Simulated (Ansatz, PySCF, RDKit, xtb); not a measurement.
**CH5B: from the formula to a structure**

Task: start from the formula CH5B, draw up candidate structures, narrow them down in stages, and characterise the one that lies lowest at 298.15 K.

The funnel: GFN2-xTB relaxations, single points with a density functional, relaxations at r2SCAN-D4/def2-SVP, harmonic vibrations, and a last energy at a higher level. All values are calculated.

3 further runs of the same task are left out: 3 set aside as unsound or not needed.

## 1. Candidates

All bonding patterns within simple valence rules are listed by program: one Lewis structure each, at most two rings and one unusual centre or charged pair. O–O, O–halogen and N–halogen bonds and N–N–N chains are not drawn. That gives 2 candidates.

```
label        SMILES     spin
 c527            BC  singlet
 c539  [BH3-][CH2+]  singlet
```

Candidates are built by distance geometry, with a force field where one applies, in up to four conformers (letters a to d). 1 start with atoms placed at random is added, to find patterns that the rules miss.

**Question.** With final energies at CCSD(T)/def2-TZVPP, which structure will this search put lowest in free energy, and by what margin?

| quantity | value |
| --- | --- |
| lowest structure found | BC, singlet, Cs |
| next finalist | BC, triplet, 88.9 kcal/mol higher in G |
| share at equilibrium, among the finalists | 100.0 % |
| harmonic wavenumbers, lowest and highest (r2SCAN-D4/def2-SVP) | 199 and 3156 cm⁻¹ |
| rotational constants, same geometry | 3.152, 0.7233, 0.6583 cm⁻¹ |
| dipole moment (PBE0/def2-TZVPD) | 0.72 D |
| HOMO energy (PBE0/def2-TZVPD) | -8.97 eV |
| LUMO energy (PBE0/def2-TZVPD) | -1.22 eV |
| HOMO–LUMO gap (PBE0/def2-TZVPD) | 7.74 eV |
| lowest excitation (TD-PBE0/def2-SVPD) | 5.80 eV (f = 0.000) |
| strongest of the states computed, same level | 9.95 eV (f = 0.213) |
| lowest triplet excitation, same level, Tamm-Dancoff | 5.04 eV |
| vertical ionisation energy | 11.62 eV |
| vertical electron affinity | -0.66 eV (unbound: the value depends on the basis) |
| vertical triplet less singlet | +5.14 eV |

The search ends on `BC`. The margin of 88.9 kcal/mol over the next finalist is beyond the usual error of the last level; it says nothing of structures that weren't ranked. r2SCAN-D4/def2-SVP, r2SCAN-D4/def2-SVP, relaxed, HF/def2-TZVPP and MP2/def2-TZVPP already put its bonding pattern lowest among the structures in one piece. The search is not exhaustive (a finite list of starts, one conformer a finalist), so a lower isomer can't be ruled out. Patterns outside the rules of the enumeration were met only by chance. The lowest isomer need not be the one that is made and kept in a bottle, which depends on barriers.
